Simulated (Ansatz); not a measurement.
# PBE-QIDH/def2-TZVP run of BH2Cl (SMILES BCl)

Aim: the vertical ionisation energy of BH2Cl at PBE-QIDH/def2-TZVP, from 2 runs. 

The results are computed with Ansatz 0.2.0.

44 further runs of the same task are left out: 44 set aside as unsound or not needed.

## 1. The molecule

The species is BH2Cl (4 atoms), meant as a singlet with charge 0. SMILES: `BCl`. The shape is that of a PBE0-D4/def2-TZVP optimisation.

Bond lengths: B1–Cl2 1.733 Å, B1–H3 1.190 Å, B1–H4 1.190 Å. Angles: Cl2–B1–H3 118.1°, Cl2–B1–H4 118.1°, H3–B1–H4 123.7°.

## 2. A single-point energy at PBE-QIDH/def2-TZVP

molecule.yaml reads:

```yaml
crystal:
  periodic: [false, false, false]
  atoms:
    - {symbol: B, position_ang: [-0.116700, 0.021700, -0.075300]}
    - {symbol: Cl, position_ang: [1.365000, -0.395300, 0.721200]}
    - {symbol: H, position_ang: [-1.106200, -0.559500, 0.240400]}
    - {symbol: H, position_ang: [-0.086600, 0.872800, -0.906600]}
basis:
  gaussian: {orbitals: def2-TZVP}
correlation: {frozen_orbitals: {B: 1, Cl: 5, H: 0}}
output: {orbitals: {seedname: orbitals}}
accuracy: high
hamiltonian: {xc: {name: PBE-QIDH}}
```

Started as:

```sh
ansatz run molecule.yaml --threads 1 --pin off --max-ram 3480MiB --events-out events.jsonl --progress --plain --runs-dir runs
```

Output:

```text
Warning: RAYON_NUM_THREADS=1 ignored (pool sized by the plan → 1); use --threads N
Functional definition: PBE-QIDH
  name "PBE-QIDH"
  parameter a = 3^(-1/3)
  parameter c = 1/3
  exchange = (1 - a)*pbe_x + a*exact_x
  correlation = (1 - c)*pbe_c + c*(mp2_os + mp2_ss)
1294 factors; integrals over basis functions are off by at most 4.0e-9 eV
mean field evaluation 1: about -13221.6620 eV, gradient 8.7e0 eV
mean field evaluation 2: about -13221.6635 eV, gradient 8.7e0 eV
mean field evaluation 4: about -13221.9479 eV, gradient 9.2e-1 eV
mean field evaluation 8: about -13221.9503 eV, gradient 1.5e-2 eV
mean field evaluation 16: about -13221.9503 eV, gradient 2.6e-6 eV
mean field -13221.95034800 eV, -485.8977131291 hartree, gradient 6.5e-8 eV, S^2 0.000000; 0 other end points of the search recorded, 0 dependent functions left out
6 core orbitals not correlated: weight in the atoms' cores, before any rotation towards them, 1.000 or more for the frozen orbitals, at most 0.000 for the correlated occupied ones
reference -13221.95034894 eV, -485.8977131639 hartree; 6, 6 occupied and 68, 68 virtual orbitals, 1294 factors
second order -8.83199137 eV of doubles, -0.00000000 eV of singles
Total energy: -13224.89434607 eV, -486.0059030626 hartree
```

Run time: 3.6 s. Hardware: 1 thread of Arm Neoverse V2, shared host; peak memory 0.16 GiB.

## 3. The doublet cation at the same level

input.yaml reads:

```yaml
basis:
  gaussian:
    orbitals: def2-TZVP
crystal:
  periodic: [false, false, false]
  atoms:
    - {symbol: B, position_ang: [-0.116700, 0.021700, -0.075300]}
    - {symbol: Cl, position_ang: [1.365000, -0.395300, 0.721200]}
    - {symbol: H, position_ang: [-1.106200, -0.559500, 0.240400]}
    - {symbol: H, position_ang: [-0.086600, 0.872800, -0.906600]}
hamiltonian:
  xc: {name: PBE-QIDH}
correlation:
  frozen_orbitals: {B: 1, Cl: 5, H: 0}
accuracy: high
magnetization:
  spin_polarized: true
  initial_magnetization: 1
output:
  orbitals: {seedname: orbitals}
total_charge: 1
```

Started as:

```sh
ansatz run input.yaml --threads 1 --pin off --max-ram 3480MiB --events-out events.jsonl --progress --plain --runs-dir runs
```

Output, cut to the lines that bear on the results:

```text
Warning: RAYON_NUM_THREADS=1 ignored (pool sized by the plan → 1); use --threads N
[... 2 set-up lines as earlier in the session ...]
[...]
1294 factors; integrals over basis functions are off by at most 4.0e-9 eV
[...]
mean field -13210.64439287 eV, -485.4822269415 hartree, gradient 4.4e-8 eV, S^2 0.762128; 2 other end points of the search recorded, 0 dependent functions left out
6 core orbitals not correlated: weight in the atoms' cores, before any rotation towards them, 1.000 or more for the frozen orbitals, at most 0.000 for the correlated occupied ones
reference -13210.64439386 eV, -485.4822269780 hartree; 6, 5 occupied and 68, 69 virtual orbitals, 1294 factors
second order -7.92962802 eV of doubles, -0.00000000 eV of singles
Total energy: -13213.28760320 eV, -485.5793631296 hartree
```

Wall time 8.1 s (1 thread of Arm Neoverse V2, shared host); peak memory 0.22 GiB.

## 4. Summary of results

Level: PBE-QIDH/def2-TZVP, 6 core orbitals frozen.

```
                                                                quantity          value
                                             singlet BH2Cl: total energy  -486.00590 Eh
                        singlet BH2Cl: HOMO energy (SCF part's orbitals)      -10.83 eV
                        singlet BH2Cl: LUMO energy (SCF part's orbitals)        0.17 eV
                      singlet BH2Cl: HOMO–LUMO gap (SCF part's orbitals)       11.00 eV
                                            doublet cation: total energy  -485.57936 Eh
doublet cation: HOMO energy (SCF part's orbitals) (highest over α and β)      -19.87 eV
 doublet cation: LUMO energy (SCF part's orbitals) (lowest over α and β)      -11.75 eV
                                                    doublet cation: ⟨S²⟩          0.762
                      vertical ionisation energy (to the doublet cation)      11.607 eV
```

What this shows: Removing an electron at fixed nuclei costs 11.61 eV (1120 kJ/mol). −ε(HOMO) before ionisation, 10.83 eV, is 0.77 eV below this ionisation energy.
